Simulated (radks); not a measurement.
# Si²⁺ in [Ne] 3s2: an all-electron calculation

One table from this session's results is given with a row withheld; the runs are named, their logs left out.

Method: scalar-relativistic Kohn-Sham, PBE, spin-unpolarised, spherical densities, finite nucleus. Code: radks (a radial shooting solver on a logarithmic mesh, Libxc functionals) version 1.

## The atom as given

* element: silicon (Z = 14)
* charge: +2
* electrons: 12
* configuration: [Ne] 3s2
* nuclear rms radius: 3.1224 fm

The outer shells:

Si²⁺
```
[Ne] core
3s [↑↓]
```

Set-up of the first run:

Settings of this run:

```text
Z 14
configuration [Ne] 3s2
relativity scalar-relativistic
functional pbe,pbe
spin unpolarised
nucleus finite rms 3.1224 fm
c 137.035999084
```

Command:

```console
python run_ks.py task.json out
```

The same process makes all the runs of this session.

One table of the session follows, with a row left open; its other results are not shown here.

Radial moments (bohr):

| level | <r> | outermost maximum (interpolated) | 90 % within | nodes |
| --- | --- | --- | --- | --- |
| 1s | 0.1113 | 0.0726 | 0.199 | 0 |
| 2s | ? | ? | ? | ? |
| 2p | 0.5362 | 0.387 | 0.901 | 0 |
| 3s | 1.951 | 1.69 | 2.91 | 2 |

**Question.** Estimate the row for 2s.

The run gave: <r>: 0.5672; outermost maximum (interpolated): 0.454; 90 % within: 0.894; nodes: 1. In the column «<r>» it lies between 2p (0.5362) and 3s (1.951).
